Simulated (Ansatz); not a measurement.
Basis-set extrapolation for C$_{4}$H$_{8}$ (`C1CCC1`) (PBE0-D4/def2-TZVP geometry, frozen core, Ansatz 0.2.0). Multiplicity 1, RHF reference.

```tsv
	def2-TZVPP	def2-QZVPP
HF	-156.154175	-156.161395
MP2 correlation	-0.690641	-0.732887
CCSD(T) correlation	-0.761993	not run
```

Energies in hartree. Use E(X) = E(∞) + A·exp(−7.88·√X) for Hartree–Fock and E(X) = E(∞) + B·X^(−2.97) for correlation, with X = 3 and 4, and add CCSD(T) minus MP2 of the smaller set to the MP2 limit.

Task: What is the CCSD(T) energy at the basis-set limit?

Result: HF limit: -156.161395 + (-0.007220) × 0.13774 = -156.16239. MP2 limit: -0.732887 + (-0.042246) × 0.74074 = -0.76418. Higher-order term: -0.761993 − (-0.690641) = -0.07135. Total: -156.99792 hartree, 51.3 kcal/mol below CCSD(T)/def2-TZVPP.
